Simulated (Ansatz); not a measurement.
# O₂⁺, doublet in 6-31G: errors against full CI

Geometry: that of the O2⁺, quartet, kept fixed.

```json
{"atom": "O", "x (Å)": "0.0000", "y (Å)": "0.0000", "z (Å)": "0.0000"}
{"atom": "O", "x (Å)": "0.0000", "y (Å)": "0.0000", "z (Å)": "1.3456"}
```

Basis 6-31G; Ansatz 0.2.0. Only valence electrons are correlated (noble-gas cores frozen), which leaves 11 electrons in 16 orbitals. Prefix R: restricted or restricted open-shell reference; prefix U: unrestricted. Active spaces: valence = (11e, 8o) chosen from the atoms' valence shells.

Full CI is exact within this basis and frozen core; it isn't the basis-set limit. The frozen core follows each run's orbitals, which can shift R against U totals by a few meV.

Coupled cluster chose its determinant by a search with trial CCSD, here up to 0.79 eV above the lowest Hartree–Fock solution of its kind.

* UHF ⟨S²⟩: 1.700
* T1 diagnostic (RCCSD): 0.0190
* largest doubles amplitude (RCCSD): 0.244

```
    level  E − E(determinant under the R cluster runs) (eV)
   RCCSD*                                           -9.4668
RCCSD(T)*                                           -9.9726
```

(1) Estimate how far full CI in 6-31G lies from RCCSD(T). The table doesn't fix it; the size of (T) and the diagnostics are the guide.

(1) Full CI in 6-31G lies 8.48 mEh below RCCSD(T), which is 46 % of the (T) step (-18.59 mEh). A doubles amplitude is large, and the rest is a large part of (T). The miss exceeds 1 kcal/mol.

The other levels:

```tsv
level	E − E(full CI) (mEh)	share of correlation (%)	wall time
BCCD(T)*	8.37	97.77	2 s
RCCSDT*	10.23	97.27	–
RCCSDT(Q)*	-1.40	100.37	15 s
RCCSDTQ*	1.63	99.56	2.7 min
CASSCF (valence space)	105.88	71.76	–
NEVPT2 (valence space)	22.37	94.03	1.3 s
MRCISD (valence space)	4.46	98.81	–
MRCISD+Q (valence space)	1.16	99.69	2.5 s
```

An asterisk marks runs whose energy the program itself flagged as in doubt.

The correlation energy at full CI, counted from the determinant under the R cluster runs, is -10.203 eV. That run took 5.7 min on 1 thread of Arm Neoverse N1, shared host over 4,372,368 determinants.

Run but not shown, since their state, orbitals or frozen core can't be matched to the reference's or they repeat it: RHF, UHF, RMP2, UMP2, CISD, UCCSD, UCCSD(T), UCCSDT, CISDTQ, UCCSDT(Q), UCCSDTQ.

Times hold each run's SCF and search for its determinant on a shared host, so for small cases they say little of a method's own cost; they ran on 1 thread of Arm Neoverse N1. Some runs computed forces too.

Not variational, and here over 5 meV under the exact energy: RCCSDT(Q).

The full-CI state has the irrep B2g of D2h, in the program's axes (one component, if the state is degenerate).

Natural occupations of full CI about the gap: 1.980 1.922 1.909 1.782 1.055 0.220 0.092 0.014 0.010 0.007; effectively unpaired electrons, Σ n²(2−n)², 1.39.
